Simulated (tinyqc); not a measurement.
Worked calculation (part 2 of 3): RHF in the sto-3g basis, for H3O+, spin multiplicity 1. Computed by tinyqc, a small Python program that keeps every step (integrals from PySCF). Command: `OMP_NUM_THREADS=1 python tinyqc.py 26746 26747 out.jsonl` (the two numbers bound the seeds that draw the settings). One thread of a shared host (Intel(R) Xeon(R) Processor @ 2.60GHz), about 0.07 s of CPU time with the checks.

Geometry (angstrom):
```
atom          x          y         z
O      0.000000   0.000000  0.358000
H      1.079000   0.000000  0.000000
H     -0.540000   0.935000  0.000000
H     -0.540000  -0.935000  0.000000
```

## Iteration 1: building the Fock matrix

D at the start:
```
            1O 1s      1O 2s     1O 2px     1O 2py     1O 2pz      2H 1s      3H 1s      4H 1s
1O 1s    2.133391  -0.589483  -0.000048   0.000000   0.025980   0.060016   0.059930   0.059930
1O 2s   -0.589483   2.597954   0.000322   0.000000  -0.149520  -0.257723  -0.257334  -0.257334
1O 2px  -0.000048   0.000322   2.246532   0.000000  -0.000118  -0.333343   0.166540   0.166540
1O 2py   0.000000   0.000000   0.000000   2.246134   0.000000   0.000000  -0.288338   0.288338
1O 2pz   0.025980  -0.149520  -0.000118   0.000000   2.045180   0.093145   0.092964   0.092964
2H 1s    0.060016  -0.257723  -0.333343   0.000000   0.093145   0.078031   0.003821   0.003821
3H 1s    0.059930  -0.257334   0.166540  -0.288338   0.092964   0.003821   0.077856   0.003827
4H 1s    0.059930  -0.257334   0.166540   0.288338   0.092964   0.003821   0.003827   0.077856
```

core Hamiltonian H = T + V (hartree):
```
             1O 1s      1O 2s     1O 2px     1O 2py     1O 2pz      2H 1s      3H 1s      4H 1s
1O 1s   -33.011128  -7.681499  -0.000010   0.000000   0.010384  -1.151354  -1.149458  -1.149458
1O 2s    -7.681499  -9.634076  -0.000103   0.000000   0.127707  -2.854314  -2.850833  -2.850833
1O 2px   -0.000010  -0.000103  -7.869046   0.000000   0.000046  -2.021726   1.010172   1.010172
1O 2py    0.000000   0.000000   0.000000  -7.868903   0.000000   0.000000  -1.749116   1.749116
1O 2pz    0.010384   0.127707   0.000046   0.000000  -7.781842   0.701796   0.700695   0.700695
2H 1s    -1.151354  -2.854314  -2.021726   0.000000   0.701796  -4.689365  -0.911025  -0.911025
3H 1s    -1.149458  -2.850833   1.010172  -1.749116   0.700695  -0.911025  -4.687249  -0.910270
4H 1s    -1.149458  -2.850833   1.010172   1.749116   0.700695  -0.911025  -0.910270  -4.687249
```

nuclear repulsion = 12.01605051 hartree

Given earlier and not repeated: Two-electron integrals (ij|kl) in chemists' order.

J_ij = sum D_kl (ij|kl), K_ij = sum D_kl (ik|jl); F = H + J - 0.5 K; E = tr D H + tr D J / 2 - 0.25 tr D K + E_nn.

Coulomb J (hartree):
```
            1O 1s      1O 2s     1O 2px     1O 2py     1O 2pz      2H 1s      3H 1s      4H 1s
1O 1s   18.777028   3.585707   0.000003   0.000000  -0.002354   0.535459   0.534573   0.534573
1O 2s    3.585707   8.884872  -0.000007   0.000000   0.002149   2.548266   2.545129   2.545129
1O 2px   0.000003  -0.000007   8.875996   0.000000   0.000004   1.925009  -0.961821  -0.961821
1O 2py   0.000000   0.000000   0.000000   8.876008   0.000000   0.000000   1.665371  -1.665371
1O 2pz  -0.002354   0.002149   0.000004   0.000000   8.879253  -0.637365  -0.636320  -0.636320
2H 1s    0.535459   2.548266   1.925009   0.000000  -0.637365   4.450166   0.796840   0.796840
3H 1s    0.534573   2.545129  -0.961821   1.665371  -0.636320   0.796840   4.447973   0.796172
4H 1s    0.534573   2.545129  -0.961821  -1.665371  -0.636320   0.796840   0.796172   4.447973
```

exchange K (hartree):
```
            1O 1s      1O 2s     1O 2px     1O 2py     1O 2pz      2H 1s      3H 1s      4H 1s
1O 1s    9.857376   1.725142   0.000001   0.000000  -0.000861   0.272592   0.272149   0.272149
1O 2s    1.725142   2.881831  -0.000005   0.000000  -0.002091   0.712123   0.711205   0.711205
1O 2px   0.000001  -0.000005   2.375741   0.000000   0.000007   0.400103  -0.199904  -0.199904
1O 2py   0.000000   0.000000   0.000000   2.375760   0.000000   0.000000   0.346124  -0.346124
1O 2pz  -0.000861  -0.002091   0.000007   0.000000   2.376428  -0.131807  -0.131580  -0.131580
2H 1s    0.272592   0.712123   0.400103   0.000000  -0.131807   0.284534   0.156327   0.156327
3H 1s    0.272149   0.711205  -0.199904   0.346124  -0.131580   0.156327   0.283880   0.156144
4H 1s    0.272149   0.711205  -0.199904  -0.346124  -0.131580   0.156327   0.156144   0.283880
```

Fock matrix F (hartree):
```
             1O 1s      1O 2s     1O 2px     1O 2py     1O 2pz      2H 1s      3H 1s      4H 1s
1O 1s   -19.162787  -4.958362  -0.000007   0.000000   0.008460  -0.752191  -0.750960  -0.750960
1O 2s    -4.958362  -2.190120  -0.000108   0.000000   0.130901  -0.662110  -0.661306  -0.661306
1O 2px   -0.000007  -0.000108  -0.180920   0.000000   0.000047  -0.296769   0.148304   0.148304
1O 2py    0.000000   0.000000   0.000000  -0.180775   0.000000   0.000000  -0.256807   0.256807
1O 2pz    0.008460   0.130901   0.000047   0.000000  -0.090803   0.130335   0.130165   0.130165
2H 1s    -0.752191  -0.662110  -0.296769   0.000000   0.130335  -0.381466  -0.192348  -0.192348
3H 1s    -0.750960  -0.661306   0.148304  -0.256807   0.130165  -0.192348  -0.381216  -0.192170
4H 1s    -0.750960  -0.661306   0.148304   0.256807   0.130165  -0.192348  -0.192170  -0.381216
```

total energy of this density = -73.40305335 hartree

## Iteration 1: diagonalisation and new density

X:
```
                1          2          3          4          5          6          7          8
1O 1s   -0.385818   0.000918   0.000000  -0.702994   0.633038   0.000000  -0.000088   0.160874
1O 2s    1.140979  -0.001997   0.000000   0.123881   0.210171   0.000000  -0.000145   0.445335
1O 2px   0.001808   0.865944   0.000000   0.000158   0.000012   0.000000   0.673272   0.000167
1O 2py   0.000000   0.000000   0.865705   0.000000   0.000000   0.673313   0.000000   0.000000
1O 2pz  -0.275587   0.000360   0.000000   0.703723   0.673117   0.000000  -0.000031  -0.112976
2H 1s   -0.505063  -0.856337   0.000000   0.144806  -0.125816   0.000000   0.453197   0.316401
3H 1s   -0.502035   0.429590  -0.742199   0.144911  -0.125882   0.392678  -0.226876   0.316096
4H 1s   -0.502035   0.429590   0.742199   0.144911  -0.125882  -0.392678  -0.226876   0.316096
```

Diagonalise F' = X^T F X, C = X C', fill 5 alpha and 5 beta electrons from the bottom; D = 2 C_occ C_occ^T. Each column has its largest component positive (the first on a tie).

F' = X^T F X (hartree):
```
           1          2         3          4          5          6          7          8
1  -0.495394   0.002426  0.000000  -2.037342   1.920930   0.000000  -0.000122   0.522216
2   0.002426   0.316811  0.000000   0.006038  -0.005883   0.000000   0.086850  -0.002006
3   0.000000   0.000000  0.316264   0.000000   0.000000   0.086891   0.000000   0.000000
4  -2.037342   0.006038  0.000000  -8.251411   8.411349   0.000000  -0.001428   3.765895
5   1.920930  -0.005883  0.000000   8.411349  -8.730666   0.000000   0.001492  -3.924716
6   0.000000   0.000000  0.086891   0.000000   0.000000  -0.411849   0.000000   0.000000
7  -0.000122   0.086850  0.000000  -0.001428   0.001492   0.000000  -0.411994   0.000713
8   0.522216  -0.002006  0.000000   3.765895  -3.924716   0.000000   0.000713  -2.701307
```

orbital energies (hartree): MO1 -19.174344, MO2 -1.030802, MO3 -0.422200, MO4 -0.422075, MO5 -0.116805, MO6 0.143166, MO7 0.326490, MO8 0.327025

coefficients C:
```
              MO1        MO2        MO3        MO4        MO5        MO6        MO7        MO8
1O 1s    0.993100  -0.234256   0.000022   0.000000  -0.108781  -0.129299   0.000000  -0.000271
1O 2s    0.029991   0.840295  -0.000137   0.000000   0.537281   0.751006   0.000000   0.001720
1O 2px   0.000003   0.000108   0.567600   0.000000  -0.000139  -0.001623   0.000000   0.938608
1O 2py   0.000000   0.000000   0.000000   0.567517   0.000000   0.000000   0.938467   0.000000
1O 2pz  -0.002051  -0.125226  -0.000057   0.000000   0.802065  -0.614841   0.000000  -0.001010
2H 1s   -0.004862   0.132948   0.550157   0.000000  -0.254441  -0.553438   0.000000  -0.799557
3H 1s   -0.004855   0.132798  -0.275357   0.476733  -0.254540  -0.554961  -0.691217   0.398207
4H 1s   -0.004855   0.132798  -0.275357  -0.476733  -0.254540  -0.554961   0.691217   0.398207
```

D after iteration 1:
```
            1O 1s      1O 2s     1O 2px     1O 2py     1O 2pz      2H 1s      3H 1s      4H 1s
1O 1s    2.105913  -0.451012   0.000011   0.000000  -0.119902  -0.016565  -0.016495  -0.016495
1O 2s   -0.451012   1.991334  -0.000125   0.000000   0.651293  -0.050424  -0.050556  -0.050556
1O 2px   0.000011  -0.000125   0.644341   0.000000  -0.000315   0.624638  -0.312486  -0.312486
1O 2py   0.000000   0.000000   0.000000   0.644151   0.000000   0.000000   0.541108  -0.541108
1O 2pz  -0.119902   0.651293  -0.000315   0.000000   1.317989  -0.441498  -0.441523  -0.441523
2H 1s   -0.016565  -0.050424   0.624638   0.000000  -0.441498   0.770223  -0.138091  -0.138091
3H 1s   -0.016495  -0.050556  -0.312486   0.541108  -0.441523  -0.138091   0.771091  -0.138008
4H 1s   -0.016495  -0.050556  -0.312486  -0.541108  -0.441523  -0.138091  -0.138008   0.771091
```

## Iteration 2: building the Fock matrix

As before.

Coulomb J (hartree):
```
            1O 1s      1O 2s     1O 2px     1O 2py     1O 2pz      2H 1s      3H 1s      4H 1s
1O 1s   16.396206   3.055564  -0.000001   0.000000   0.014555   0.456501   0.455745   0.455745
1O 2s    3.055564   7.629952  -0.000037   0.000000   0.005949   2.285840   2.283123   2.283123
1O 2px  -0.000001  -0.000037   7.623877   0.000000  -0.000044   1.776109  -0.887496  -0.887496
1O 2py   0.000000   0.000000   0.000000   7.623818   0.000000   0.000000   1.536652  -1.536652
1O 2pz   0.014555   0.005949  -0.000044   0.000000   7.618055  -0.594936  -0.593994  -0.593994
2H 1s    0.456501   2.285840   1.776109   0.000000  -0.594936   4.455447   0.747148   0.747148
3H 1s    0.455745   2.283123  -0.887496   1.536652  -0.593994   0.747148   4.454113   0.746566
4H 1s    0.455745   2.283123  -0.887496  -1.536652  -0.593994   0.747148   0.746566   4.454113
```

exchange K (hartree):
```
            1O 1s     1O 2s     1O 2px     1O 2py     1O 2pz      2H 1s      3H 1s      4H 1s
1O 1s    9.736030  1.603647   0.000003   0.000000  -0.004743   0.250556   0.250151   0.250151
1O 2s    1.603647  2.404930   0.000068   0.000000   0.178603   0.831083   0.830194   0.830194
1O 2px   0.000003  0.000068   1.542196   0.000000  -0.000384   0.693226  -0.346556  -0.346556
1O 2py   0.000000  0.000000   0.000000   1.541693   0.000000   0.000000   0.600018  -0.600018
1O 2pz  -0.004743  0.178603  -0.000384   0.000000   1.824543  -0.290071  -0.289789  -0.289789
2H 1s    0.250556  0.831083   0.693226   0.000000  -0.290071   1.137597   0.223581   0.223581
3H 1s    0.250151  0.830194  -0.346556   0.600018  -0.289789   0.223581   1.137412   0.223405
4H 1s    0.250151  0.830194  -0.346556  -0.600018  -0.289789   0.223581   0.223405   1.137412
```

Fock matrix F (hartree):
```
             1O 1s      1O 2s     1O 2px     1O 2py     1O 2pz      2H 1s      3H 1s      4H 1s
1O 1s   -21.482937  -5.427758  -0.000012   0.000000   0.027311  -0.820132  -0.818789  -0.818789
1O 2s    -5.427758  -3.206590  -0.000175   0.000000   0.044354  -0.984016  -0.982807  -0.982807
1O 2px   -0.000012  -0.000175  -1.016267   0.000000   0.000194  -0.592230   0.295954   0.295954
1O 2py    0.000000   0.000000   0.000000  -1.015931   0.000000   0.000000  -0.512473   0.512473
1O 2pz    0.027311   0.044354   0.000194   0.000000  -1.076058   0.251896   0.251596   0.251596
2H 1s    -0.820132  -0.984016  -0.592230   0.000000   0.251896  -0.802716  -0.275667  -0.275667
3H 1s    -0.818789  -0.982807   0.295954  -0.512473   0.251596  -0.275667  -0.801842  -0.275407
4H 1s    -0.818789  -0.982807   0.295954   0.512473   0.251596  -0.275667  -0.275407  -0.801842
```

total energy of this density = -75.02642901 hartree

## Iteration 2: DIIS over 2 matrices

error matrix X^T (FDS - SDF) X:
```
           1          2         3          4          5          6          7          8
1   0.000000   0.000052  0.000000   0.080918   0.305457   0.000000  -0.000757  -0.250296
2  -0.000052   0.000000  0.000000  -0.000313  -0.000739   0.000000  -0.500983   0.000344
3   0.000000   0.000000  0.000000   0.000000   0.000000  -0.501258   0.000000   0.000000
4  -0.080918   0.000313  0.000000   0.000000  -0.154264   0.000000  -0.000283   0.162899
5  -0.305457   0.000739  0.000000   0.154264   0.000000   0.000000  -0.000064   0.137756
6   0.000000   0.000000  0.501258   0.000000   0.000000   0.000000   0.000000   0.000000
7   0.000757   0.500983  0.000000   0.000283   0.000064   0.000000   0.000000   0.000084
8   0.250296  -0.000344  0.000000  -0.162899  -0.137756   0.000000  -0.000084   0.000000
```

B (overlaps of the stored error matrices):
```
                1               2
1   3.6945378e+00  -2.0925201e+00
2  -2.0925201e+00   1.4681109e+00
```

Minimise |sum c_i e_i|^2 with sum c_i = 1: solve [B -1; -1 0][c; lambda] = [0; -1] with B_ij = tr e_i^T e_j, and take F = sum c_i F_i.

DIIS coefficients: 0.380910  0.619090

extrapolated F (hartree):
```
             1O 1s      1O 2s     1O 2px     1O 2py     1O 2pz      2H 1s      3H 1s      4H 1s
1O 1s   -20.599168  -5.248961  -0.000010   0.000000   0.020130  -0.794252  -0.792952  -0.792952
1O 2s    -5.248961  -2.819406  -0.000149   0.000000   0.077321  -0.861399  -0.860344  -0.860344
1O 2px   -0.000010  -0.000149  -0.698075   0.000000   0.000138  -0.479686   0.239713   0.239713
1O 2py    0.000000   0.000000   0.000000  -0.697812   0.000000   0.000000  -0.415087   0.415087
1O 2pz    0.020130   0.077321   0.000138   0.000000  -0.700764   0.205592   0.205342   0.205342
2H 1s    -0.794252  -0.861399  -0.479686   0.000000   0.205592  -0.642258  -0.243930  -0.243930
3H 1s    -0.792952  -0.860344   0.239713  -0.415087   0.205342  -0.243930  -0.641621  -0.243701
4H 1s    -0.792952  -0.860344   0.239713   0.415087   0.205342  -0.243930  -0.243701  -0.641621
```

## Iteration 2: diagonalisation and new density

As before.

F' = X^T F X (hartree):
```
           1          2          3          4          5          6          7          8
1  -0.859455   0.002711   0.000000  -2.301114   2.049866   0.000000  -0.000314   0.393275
2   0.002711   0.105841   0.000000   0.006780  -0.006236   0.000000  -0.042136  -0.001786
3   0.000000   0.000000   0.105448   0.000000   0.000000  -0.042152   0.000000   0.000000
4  -2.301114   0.006780   0.000000  -9.215934   8.743010   0.000000  -0.001518   3.973181
5   2.049866  -0.006236   0.000000   8.743010  -9.696800   0.000000   0.001642  -4.123869
6   0.000000   0.000000  -0.042152   0.000000   0.000000  -0.878057   0.000000   0.000000
7  -0.000314  -0.042136   0.000000  -0.001518   0.001642   0.000000  -0.878355   0.000632
8   0.393275  -0.001786   0.000000   3.973181  -4.123869   0.000000   0.000632  -3.213996
```

orbital energies (hartree): MO1 -20.607816, MO2 -1.601067, MO3 -0.880156, MO4 -0.879860, MO5 -0.743093, MO6 -0.034216, MO7 0.107252, MO8 0.107650

coefficients C:
```
              MO1        MO2        MO3        MO4        MO5        MO6        MO7        MO8
1O 1s    0.994210  -0.245738   0.000109   0.000000  -0.064127  -0.129311   0.000000   0.000239
1O 2s    0.025332   0.921107  -0.000554   0.000000   0.327698   0.776666   0.000000  -0.001589
1O 2px   0.000003   0.000160   0.709631   0.000000   0.000545  -0.001198   0.000000  -0.836409
1O 2py   0.000000   0.000000   0.000000   0.709699   0.000000   0.000000   0.836136   0.000000
1O 2pz  -0.002281  -0.084789  -0.000682   0.000000   0.906117  -0.456926   0.000000   0.000779
2H 1s   -0.004089   0.081988   0.416408   0.000000  -0.160798  -0.596551   0.000000   0.876832
3H 1s   -0.004083   0.081830  -0.208139   0.360597  -0.161296  -0.598193  -0.758304  -0.436961
4H 1s   -0.004083   0.081830  -0.208139  -0.360597  -0.161296  -0.598193   0.758304  -0.436961
```

D after iteration 2:
```
            1O 1s      1O 2s     1O 2px     1O 2py     1O 2pz      2H 1s      3H 1s      4H 1s
1O 1s    2.105907  -0.444359   0.000012   0.000000  -0.079076  -0.027713  -0.027696  -0.027696
1O 2s   -0.444359   1.912933  -0.000133   0.000000   0.437552   0.044985   0.045059   0.045059
1O 2px   0.000012  -0.000133   1.007153   0.000000  -0.000007   0.590843  -0.295554  -0.295554
1O 2py   0.000000   0.000000   0.000000   1.007345   0.000000   0.000000   0.511831  -0.511831
1O 2pz  -0.079076   0.437552  -0.000007   0.000000   1.656486  -0.305855  -0.305881  -0.305881
2H 1s   -0.027713   0.044985   0.590843   0.000000  -0.305855   0.411981  -0.108018  -0.108018
3H 1s   -0.027696   0.045059  -0.295554   0.511831  -0.305881  -0.108018   0.412163  -0.107958
4H 1s   -0.027696   0.045059  -0.295554  -0.511831  -0.305881  -0.108018  -0.107958   0.412163
```

## Iteration 8 (converged): orbitals

converged F (hartree):
```
             1O 1s      1O 2s     1O 2px     1O 2py     1O 2pz      2H 1s      3H 1s      4H 1s
1O 1s   -20.802773  -5.291314  -0.000009   0.000000   0.018733  -0.800570  -0.799260  -0.799260
1O 2s    -5.291314  -2.885274  -0.000107   0.000000   0.074076  -0.911439  -0.910386  -0.910386
1O 2px   -0.000009  -0.000107  -0.765885   0.000000   0.000047  -0.540883   0.270337   0.270337
1O 2py    0.000000   0.000000   0.000000  -0.765723   0.000000   0.000000  -0.468112   0.468112
1O 2pz    0.018733   0.074076   0.000047   0.000000  -0.826620   0.213507   0.213253   0.213253
2H 1s    -0.800570  -0.911439  -0.540883   0.000000   0.213507  -0.693225  -0.252510  -0.252510
3H 1s    -0.799260  -0.910386   0.270337  -0.468112   0.213253  -0.252510  -0.692598  -0.252275
4H 1s    -0.799260  -0.910386   0.270337   0.468112   0.213253  -0.252510  -0.252275  -0.692598
```

As before.

F' = X^T F X (hartree):
```
           1          2          3          4          5          6          7          8
1  -0.826196   0.002781   0.000000  -2.323181   2.100677   0.000000  -0.000252   0.383949
2   0.002781   0.144593   0.000000   0.006812  -0.006396   0.000000  -0.040009  -0.001757
3   0.000000   0.000000   0.144116   0.000000   0.000000  -0.040075   0.000000   0.000000
4  -2.323181   0.006812   0.000000  -9.372682   8.772810   0.000000  -0.001561   3.997485
5   2.100677  -0.006396   0.000000   8.772810  -9.848004   0.000000   0.001615  -4.146961
6   0.000000   0.000000  -0.040075   0.000000   0.000000  -0.978000   0.000000   0.000000
7  -0.000252  -0.040009   0.000000  -0.001561   0.001615   0.000000  -0.978220   0.000671
8   0.383949  -0.001757   0.000000   3.997485  -4.146961   0.000000   0.000671  -3.305962
```

orbital energies (hartree): MO1 -20.811064, MO2 -1.675090, MO3 -0.979643, MO4 -0.979429, MO5 -0.854217, MO6 -0.012483, MO7 0.145546, MO8 0.146025

coefficients C:
```
              MO1        MO2        MO3        MO4        MO5        MO6        MO7        MO8
1O 1s    0.994364  -0.241511   0.000072   0.000000  -0.058904  -0.138269   0.000000   0.000277
1O 2s    0.024661   0.899332  -0.000386   0.000000   0.289819   0.816256   0.000000  -0.001796
1O 2px   0.000003   0.000105   0.703644   0.000000   0.000327  -0.001343   0.000000  -0.841452
1O 2py   0.000000   0.000000   0.000000   0.703744   0.000000   0.000000   0.841155   0.000000
1O 2pz  -0.002158  -0.087356  -0.000331   0.000000   0.931855  -0.401292   0.000000   0.000843
2H 1s   -0.003932   0.097212   0.422599   0.000000  -0.122184  -0.603250   0.000000   0.873958
3H 1s   -0.003926   0.097074  -0.211309   0.365973  -0.122371  -0.605171  -0.755725  -0.435345
4H 1s   -0.003926   0.097074  -0.211309  -0.365973  -0.122371  -0.605171   0.755725  -0.435345
```

D after iteration 8:
```
            1O 1s      1O 2s     1O 2px     1O 2py     1O 2pz      2H 1s      3H 1s      4H 1s
1O 1s    2.101113  -0.419495   0.000018   0.000000  -0.071878  -0.040319  -0.040310  -0.040310
1O 2s   -0.419495   1.786803  -0.000165   0.000000   0.382908   0.103509   0.103641   0.103641
1O 2px   0.000018  -0.000165   0.990230   0.000000   0.000126   0.594659  -0.297432  -0.297432
1O 2py   0.000000   0.000000   0.000000   0.990510   0.000000   0.000000   0.515102  -0.515102
1O 2pz  -0.071878   0.382908   0.000126   0.000000   1.751978  -0.244962  -0.244868  -0.244868
2H 1s   -0.040319   0.103509   0.594659   0.000000  -0.244962   0.405969  -0.129790  -0.129790
3H 1s   -0.040310   0.103641  -0.297432   0.515102  -0.244868  -0.129790   0.406002  -0.129742
4H 1s   -0.040310   0.103641  -0.297432  -0.515102  -0.244868  -0.129790  -0.129742   0.406002
```
